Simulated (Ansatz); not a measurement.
## Molecular dynamics of CH$_{6}$Si

Input file:

```yaml
crystal:
  periodic: [false, false, false]
  atoms:
    - { symbol: Si, position_ang: [0.000428, -1.2e-05, 0.003686] }
    - { symbol: C, position_ang: [8.0e-05, -4.0e-06, 1.882554] }
    - { symbol: H, position_ang: [-1.016393, -0.105938, 2.274561] }
    - { symbol: H, position_ang: [0.599965, -0.827266, 2.27482] }
    - { symbol: H, position_ang: [0.416472, 0.9332, 2.274774] }
    - { symbol: H, position_ang: [1.383895, 0.14718, -0.525672] }
    - { symbol: H, position_ang: [-0.818882, 1.124301, -0.525926] }
    - { symbol: H, position_ang: [-0.564165, -1.271462, -0.525896] }
basis:
  gaussian: { orbitals: "6-31G*" }
hamiltonian:
  xc: r2scanh
md:
  timestep: 0.5
  n_steps: 300
  ensemble: nvt_langevin
  temperature: 1000.0
  initial_velocities: maxwell_boltzmann
  seed: 405639
  friction: 0.005
```

Run as:

```bash
$ ansatz run input.yaml --threads 1 --pin off --max-ram 2048MiB --backend cpu --events-out ev --progress --plain --runs-dir out
```

It starts from a relaxed structure.

Output, in part (one step line in 4, the closing report, with atoms numbered from 0):

```
md step     0: t =     0.00 fs  T =   875.0 K  F+E_penalty+E_count = -9010.28970586 eV  E_kin = 0.904820 eV  (21 SCF iters)
md step     4: t =     2.00 fs  T =   721.3 K  F+E_penalty+E_count = -9010.11893573 eV  E_kin = 0.745861 eV  (21 SCF iters)
md step     8: t =     4.00 fs  T =   517.7 K  F+E_penalty+E_count = -9009.83154276 eV  E_kin = 0.535366 eV  (24 SCF iters)
md step    12: t =     6.00 fs  T =   314.5 K  F+E_penalty+E_count = -9009.57544044 eV  E_kin = 0.325223 eV  (26 SCF iters)
md step    16: t =     8.00 fs  T =   192.7 K  F+E_penalty+E_count = -9009.44272373 eV  E_kin = 0.199268 eV  (25 SCF iters)
md step    20: t =    10.00 fs  T =   259.3 K  F+E_penalty+E_count = -9009.51687977 eV  E_kin = 0.268091 eV  (25 SCF iters)
md step    24: t =    12.00 fs  T =   422.0 K  F+E_penalty+E_count = -9009.65717126 eV  E_kin = 0.436381 eV  (25 SCF iters)
md step    28: t =    14.00 fs  T =   604.1 K  F+E_penalty+E_count = -9009.87442469 eV  E_kin = 0.624714 eV  (23 SCF iters)
md step    32: t =    16.00 fs  T =   737.2 K  F+E_penalty+E_count = -9009.98673897 eV  E_kin = 0.762327 eV  (21 SCF iters)
md step    36: t =    18.00 fs  T =   687.9 K  F+E_penalty+E_count = -9009.85265864 eV  E_kin = 0.711297 eV  (22 SCF iters)
md step    40: t =    20.00 fs  T =   637.9 K  F+E_penalty+E_count = -9009.89154586 eV  E_kin = 0.659623 eV  (22 SCF iters)
md step    44: t =    22.00 fs  T =   666.6 K  F+E_penalty+E_count = -9009.92859008 eV  E_kin = 0.689322 eV  (22 SCF iters)
md step    48: t =    24.00 fs  T =   442.2 K  F+E_penalty+E_count = -9009.67045754 eV  E_kin = 0.457264 eV  (21 SCF iters)
md step    52: t =    26.00 fs  T =   361.5 K  F+E_penalty+E_count = -9009.59932306 eV  E_kin = 0.373870 eV  (23 SCF iters)
md step    56: t =    28.00 fs  T =   291.2 K  F+E_penalty+E_count = -9009.52544298 eV  E_kin = 0.301119 eV  (23 SCF iters)
md step    60: t =    30.00 fs  T =   385.3 K  F+E_penalty+E_count = -9009.60122485 eV  E_kin = 0.398466 eV  (23 SCF iters)
md step    64: t =    32.00 fs  T =   631.1 K  F+E_penalty+E_count = -9009.83675933 eV  E_kin = 0.652644 eV  (22 SCF iters)
md step    68: t =    34.00 fs  T =   696.1 K  F+E_penalty+E_count = -9009.92683739 eV  E_kin = 0.719846 eV  (23 SCF iters)
md step    72: t =    36.00 fs  T =   714.2 K  F+E_penalty+E_count = -9009.95419792 eV  E_kin = 0.738535 eV  (21 SCF iters)
md step    76: t =    38.00 fs  T =   627.0 K  F+E_penalty+E_count = -9009.87258751 eV  E_kin = 0.648387 eV  (21 SCF iters)
md step    80: t =    40.00 fs  T =   490.4 K  F+E_penalty+E_count = -9009.77397713 eV  E_kin = 0.507117 eV  (22 SCF iters)
md step    84: t =    42.00 fs  T =   492.9 K  F+E_penalty+E_count = -9009.73078008 eV  E_kin = 0.509740 eV  (22 SCF iters)
md step    88: t =    44.00 fs  T =   289.2 K  F+E_penalty+E_count = -9009.59626517 eV  E_kin = 0.299046 eV  (22 SCF iters)
md step    92: t =    46.00 fs  T =   326.0 K  F+E_penalty+E_count = -9009.60427858 eV  E_kin = 0.337159 eV  (25 SCF iters)
md step    96: t =    48.00 fs  T =   401.8 K  F+E_penalty+E_count = -9009.66082070 eV  E_kin = 0.415505 eV  (25 SCF iters)
md step   100: t =    50.00 fs  T =   397.2 K  F+E_penalty+E_count = -9009.68563120 eV  E_kin = 0.410708 eV  (25 SCF iters)
md step   104: t =    52.00 fs  T =   510.0 K  F+E_penalty+E_count = -9009.81890365 eV  E_kin = 0.527340 eV  (25 SCF iters)
md step   108: t =    54.00 fs  T =   578.2 K  F+E_penalty+E_count = -9009.95514639 eV  E_kin = 0.597887 eV  (25 SCF iters)
md step   112: t =    56.00 fs  T =   540.5 K  F+E_penalty+E_count = -9009.98114461 eV  E_kin = 0.558952 eV  (26 SCF iters)
md step   116: t =    58.00 fs  T =   532.0 K  F+E_penalty+E_count = -9009.94634936 eV  E_kin = 0.550165 eV  (25 SCF iters)
md step   120: t =    60.00 fs  T =   361.7 K  F+E_penalty+E_count = -9009.83109747 eV  E_kin = 0.374025 eV  (23 SCF iters)
md step   124: t =    62.00 fs  T =   359.5 K  F+E_penalty+E_count = -9009.81262218 eV  E_kin = 0.371729 eV  (22 SCF iters)
md step   128: t =    64.00 fs  T =   361.7 K  F+E_penalty+E_count = -9009.79942932 eV  E_kin = 0.374013 eV  (22 SCF iters)
md step   132: t =    66.00 fs  T =   390.3 K  F+E_penalty+E_count = -9009.79733202 eV  E_kin = 0.403593 eV  (22 SCF iters)
md step   136: t =    68.00 fs  T =   505.9 K  F+E_penalty+E_count = -9009.90295204 eV  E_kin = 0.523094 eV  (22 SCF iters)
md step   140: t =    70.00 fs  T =   549.5 K  F+E_penalty+E_count = -9009.96480335 eV  E_kin = 0.568229 eV  (22 SCF iters)
md step   144: t =    72.00 fs  T =   499.4 K  F+E_penalty+E_count = -9009.90530561 eV  E_kin = 0.516421 eV  (22 SCF iters)
md step   148: t =    74.00 fs  T =   494.0 K  F+E_penalty+E_count = -9009.87161543 eV  E_kin = 0.510874 eV  (22 SCF iters)
md step   152: t =    76.00 fs  T =   536.4 K  F+E_penalty+E_count = -9009.90914249 eV  E_kin = 0.554700 eV  (22 SCF iters)
md step   156: t =    78.00 fs  T =   543.1 K  F+E_penalty+E_count = -9009.94559114 eV  E_kin = 0.561645 eV  (21 SCF iters)
md step   160: t =    80.00 fs  T =   481.2 K  F+E_penalty+E_count = -9009.88259452 eV  E_kin = 0.497634 eV  (22 SCF iters)
md step   164: t =    82.00 fs  T =   347.5 K  F+E_penalty+E_count = -9009.78818389 eV  E_kin = 0.359388 eV  (25 SCF iters)
md step   168: t =    84.00 fs  T =   393.2 K  F+E_penalty+E_count = -9009.84965662 eV  E_kin = 0.406577 eV  (26 SCF iters)
md step   172: t =    86.00 fs  T =   599.9 K  F+E_penalty+E_count = -9010.01498410 eV  E_kin = 0.620375 eV  (24 SCF iters)
md step   176: t =    88.00 fs  T =   633.1 K  F+E_penalty+E_count = -9010.08110638 eV  E_kin = 0.654629 eV  (25 SCF iters)
md step   180: t =    90.00 fs  T =   596.1 K  F+E_penalty+E_count = -9010.02718210 eV  E_kin = 0.616464 eV  (23 SCF iters)
md step   184: t =    92.00 fs  T =   544.1 K  F+E_penalty+E_count = -9009.93333256 eV  E_kin = 0.562598 eV  (22 SCF iters)
md step   188: t =    94.00 fs  T =   443.9 K  F+E_penalty+E_count = -9009.77132977 eV  E_kin = 0.459014 eV  (22 SCF iters)
md step   192: t =    96.00 fs  T =   419.3 K  F+E_penalty+E_count = -9009.67422121 eV  E_kin = 0.433622 eV  (22 SCF iters)
md step   196: t =    98.00 fs  T =   557.0 K  F+E_penalty+E_count = -9009.77810083 eV  E_kin = 0.576016 eV  (22 SCF iters)
md step   200: t =   100.00 fs  T =   761.7 K  F+E_penalty+E_count = -9009.99698440 eV  E_kin = 0.787633 eV  (23 SCF iters)
md step   204: t =   102.00 fs  T =   755.7 K  F+E_penalty+E_count = -9010.02588668 eV  E_kin = 0.781484 eV  (25 SCF iters)
md step   208: t =   104.00 fs  T =   641.5 K  F+E_penalty+E_count = -9009.89179800 eV  E_kin = 0.663343 eV  (22 SCF iters)
md step   212: t =   106.00 fs  T =   667.9 K  F+E_penalty+E_count = -9009.83626057 eV  E_kin = 0.690620 eV  (23 SCF iters)
md step   216: t =   108.00 fs  T =   544.4 K  F+E_penalty+E_count = -9009.73155337 eV  E_kin = 0.562985 eV  (25 SCF iters)
md step   220: t =   110.00 fs  T =   558.9 K  F+E_penalty+E_count = -9009.71786379 eV  E_kin = 0.577998 eV  (22 SCF iters)
md step   224: t =   112.00 fs  T =   562.3 K  F+E_penalty+E_count = -9009.72751896 eV  E_kin = 0.581420 eV  (26 SCF iters)
md step   228: t =   114.00 fs  T =   576.0 K  F+E_penalty+E_count = -9009.78762856 eV  E_kin = 0.595639 eV  (25 SCF iters)
md step   232: t =   116.00 fs  T =   738.8 K  F+E_penalty+E_count = -9009.88381734 eV  E_kin = 0.764004 eV  (23 SCF iters)
md step   236: t =   118.00 fs  T =   684.0 K  F+E_penalty+E_count = -9009.85712899 eV  E_kin = 0.707334 eV  (22 SCF iters)
md step   240: t =   120.00 fs  T =   654.8 K  F+E_penalty+E_count = -9009.84880221 eV  E_kin = 0.677105 eV  (22 SCF iters)
md step   244: t =   122.00 fs  T =   616.8 K  F+E_penalty+E_count = -9009.87450199 eV  E_kin = 0.637808 eV  (23 SCF iters)
md step   248: t =   124.00 fs  T =   506.9 K  F+E_penalty+E_count = -9009.73430781 eV  E_kin = 0.524166 eV  (22 SCF iters)
md step   252: t =   126.00 fs  T =   445.8 K  F+E_penalty+E_count = -9009.66125060 eV  E_kin = 0.461017 eV  (23 SCF iters)
md step   256: t =   128.00 fs  T =   534.2 K  F+E_penalty+E_count = -9009.73501421 eV  E_kin = 0.552375 eV  (21 SCF iters)
md step   260: t =   130.00 fs  T =   544.4 K  F+E_penalty+E_count = -9009.70314693 eV  E_kin = 0.562965 eV  (22 SCF iters)
md step   264: t =   132.00 fs  T =   703.9 K  F+E_penalty+E_count = -9009.80896081 eV  E_kin = 0.727909 eV  (25 SCF iters)
md step   268: t =   134.00 fs  T =   719.5 K  F+E_penalty+E_count = -9009.78262182 eV  E_kin = 0.744054 eV  (25 SCF iters)
md step   272: t =   136.00 fs  T =   767.3 K  F+E_penalty+E_count = -9009.79564685 eV  E_kin = 0.793437 eV  (25 SCF iters)
md step   276: t =   138.00 fs  T =   832.6 K  F+E_penalty+E_count = -9009.80411301 eV  E_kin = 0.861002 eV  (25 SCF iters)
md step   280: t =   140.00 fs  T =   575.4 K  F+E_penalty+E_count = -9009.55954321 eV  E_kin = 0.595000 eV  (26 SCF iters)
md step   284: t =   142.00 fs  T =   607.8 K  F+E_penalty+E_count = -9009.62717087 eV  E_kin = 0.628499 eV  (25 SCF iters)
md step   288: t =   144.00 fs  T =   675.4 K  F+E_penalty+E_count = -9009.70864541 eV  E_kin = 0.698399 eV  (25 SCF iters)
md step   292: t =   146.00 fs  T =   527.8 K  F+E_penalty+E_count = -9009.59029557 eV  E_kin = 0.545827 eV  (22 SCF iters)
md step   296: t =   148.00 fs  T =   606.5 K  F+E_penalty+E_count = -9009.67667758 eV  E_kin = 0.627200 eV  (22 SCF iters)
md step   300: t =   150.00 fs  T =   770.7 K  F+E_penalty+E_count = -9009.79077923 eV  E_kin = 0.796932 eV  (22 SCF iters)
Total energy: -9009.79078677 eV, -331.1037043584 hartree
Atom 0 at    -0.166501    -0.238484    -0.446989 Å, force     0.495630    -1.483293     1.110999 eV/Å
Atom 1 at     0.078545    -0.262173     1.444088 Å, force     0.119981    -1.054212    -0.027533 eV/Å
Atom 2 at     0.461041     0.636635     1.860390 Å, force    -0.274805     1.628392     0.071675 eV/Å
Atom 3 at    -0.775800    -0.599304     2.051980 Å, force     0.137224     0.122365    -0.362884 eV/Å
Atom 4 at     0.924528    -0.867759     1.731387 Å, force     0.240534    -1.102670    -0.097966 eV/Å
Atom 5 at     0.161691     1.060512    -0.829155 Å, force    -0.172558     2.199910    -0.765232 eV/Å
Atom 6 at    -1.549284    -0.709178    -0.695639 Å, force     0.012352     0.066499    -0.410410 eV/Å
Atom 7 at     0.904183    -0.930739    -1.273720 Å, force    -0.558358    -0.376991     0.481351 eV/Å
Dipole moment:    -0.000123    -0.014674     0.139324 e Å
```

All steps were run. The mean temperature of the second half is 41 % below the set value. A run of 0.15 ps of so small a system gives no equilibrium averages.

The same pairs are bonded in the first frame and the last. Pairs count as bonded within 1.25 times the sum of covalent radii (0.12 Å more for H–H).

Last frame:

```xyz
8
Properties=species:S:1:pos:R:3
Si -0.167 -0.238 -0.447
C 0.079 -0.262 1.444
H 0.461 0.637 1.860
H -0.776 -0.599 2.052
H 0.924 -0.868 1.731
H 0.162 1.060 -0.829
H -1.549 -0.709 -0.696
H 0.904 -0.931 -1.274
```

Time of the run: 12 min on 1 thread of Intel(R) Xeon(R) Platinum 8259CL CPU @ 2.50GHz (Skylake/Cascade Lake) (shared host), peak memory 0.12 GiB.
